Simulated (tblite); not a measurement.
Compound: C2H2Cl2N (doublet state).
Numbering: `[N:1]=[CH:2][CH:3]([Cl:4])[Cl:5]` (hydrogens: H6 on C2; H7 on C3)

Structure optimised with GFN2-xTB, isolated species. This method treats the open shell by occupation alone, without spin polarisation.

**Question.** Give the optimised bond lengths and angles.

**Answer.** 
| bond | length (Å) |
| --- | --- |
| N1=C2 | 1.215 |
| C2–C3 | 1.528 |
| C3–Cl4, C3–Cl5 | 1.773 |
| C2–H6 | 1.097 |
| C3–H7 | 1.092 |

Bonds in one row agree within 0.01 Å and their mean is given. A selection of angles:
| angle | degrees |
| --- | --- |
| N1–C2–C3 | 124.5 |
| N1–C2–H6 | 123.6 |
| C3–C2–H6 | 111.9 |
| C2–C3–Cl4 | 109.1 |
| C2–C3–H7 | 110.7 |
| Cl4–C3–Cl5 | 110.8 |
| Cl4–C3–H7 | 108.6 |

Torsions: N1–C2–C3–Cl4 120° (anticlinal).

C2 (carbon bonded to C, N and H) is planar (angles 124.5°, 123.6° and 111.9°, sum 360.0°, 0.00 Å off the plane of its three neighbours).

Point group: Cs (every atom within 0.08 Å of its image). Its GFN2-xTB frequencies are all real (lowest 65 cm⁻¹). 2 starts were optimised and ended at 0.00 and 2.17 kcal/mol (GFN2-xTB); the lowest of these is shown.

One conformer stands for the species.

These are computed values.
